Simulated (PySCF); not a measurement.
Gas-phase reaction: CO2 + CH3OCH3 = 3 HCHO (formaldehyde)

Energies from PySCF (xtb for GFN2), thermal terms from the rigid-rotor harmonic-oscillator model, ideal gas at 1 bar. The comparison is the NASA 1993 polynomial table, which mixes measured and estimated data. † marks an energy on the PBE0/def2-TZVP geometry and frequencies; other levels use their own. All species are closed-shell singlets.

Levels: a) M06-2X/def2-TZVP†; b) PBE0/def2-SVP†; c) LDA/def2-TZVP†; d) GFN2-xTB; e) ωB97M-V/def2-TZVP†.

Q: Order the levels by the distance of their ΔH°(298 K) from the table for this reaction, closest first.

A: e (+4 kJ), a (+15 kJ), b (+33 kJ), c (+76 kJ), d (+168 kJ)

The table gives 252 kJ. The order holds for this reaction alone, and for the 1993 entries, some of which have been revised since.
